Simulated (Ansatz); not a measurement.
Process, species as SMILES: [F][Al][F] → Al atom + 2 F atom
B3LYP-D3(BJ)/def2-TZVP geometries, fixed; electronic energies without zero-point terms.

Energies in hartree at MP2 with Ansatz (a first-principles code); the atomisation energy is their sum with the coefficients shown, times 627.509 kcal/mol a hartree. All functions are spherical. Cores are frozen. Open shells are unrestricted. No added dispersion term, no relativity.

```
species     coefficient          part  cc-pV(D+d)Z  cc-pV(T+d)Z  cc-pV(Q+d)Z
----------  -----------  ------------  -----------  -----------  -----------
[F][Al][F]           -1  Hartree-Fock   -440.92530   -441.01068   -441.03478
[F][Al][F]           -1   correlation     -0.41965     -0.56106     -0.61319
Al atom              +1  Hartree-Fock   -241.87361   -241.87908   -241.88044
Al atom              +1   correlation     -0.03091     -0.03587     -0.03796
F atom               +2  Hartree-Fock    -99.37524    -99.40552    -99.41377
F atom               +2   correlation     -0.14060     -0.19983     -0.22144
```

### Question
Predict the atomisation energy in cc-pV(5+d)Z (X = 5): let each Hartree-Fock step shrink by the ratio of the last two, and fit each correlation energy at X = 3 and 4 to E + A/X^3. Compare with the run.

### Answer

- [F][Al][F]: steps -0.08538 and -0.02410, ratio 0.282, so Hartree-Fock -441.04158 (run: -441.03961); A = (-0.56106 - (-0.61319))/(1/27 - 1/64) = 2.4346, correlation -0.61319 - A/64 + A/125 = -0.63175 (run: -0.63573).
- Al atom: steps -0.00547 and -0.00136, ratio 0.249, so Hartree-Fock -241.88078 (run: -241.88075); A = (-0.03587 - (-0.03796))/(1/27 - 1/64) = 0.0976, correlation -0.03796 - A/64 + A/125 = -0.03870 (run: -0.03911).
- F atom: steps -0.03028 and -0.00825, ratio 0.272, so Hartree-Fock -99.41601 (run: -99.41605); A = (-0.19983 - (-0.22144))/(1/27 - 1/64) = 1.0092, correlation -0.22144 - A/64 + A/125 = -0.22914 (run: -0.23068).
Predicted 290.88 kcal/mol; the run in cc-pV(5+d)Z gives 289.92, a miss of 0.96. Keeping the value in cc-pV(Q+d)Z, 288.12, would miss by -1.80. All sums are of the energies as printed.
